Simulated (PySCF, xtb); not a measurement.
carbon tetrachloride cation (CCl4), SMILES ClC(Cl)(Cl)Cl (connectivity only; charge and spin as stated), charge +1, multiplicity 2.

Harmonic wavenumbers (cm⁻¹) from GFN2-xTB in xtb at its own minimum, in rising order: 109, 109, 229, 230, 230, 424, 560, 561, 561.

### Question
What does PBE-D3(BJ)/def2-SVP in PySCF give at its own minimum? (An estimate is asked for; the answer gives what the named calculation found.)

### Answer
152, 183, 236, 236, 291, 451, 606, 607, 661. Paired by order, the mean absolute difference is 46 cm⁻¹ and the zero-point energies are 4.3 and 4.9 kcal/mol.
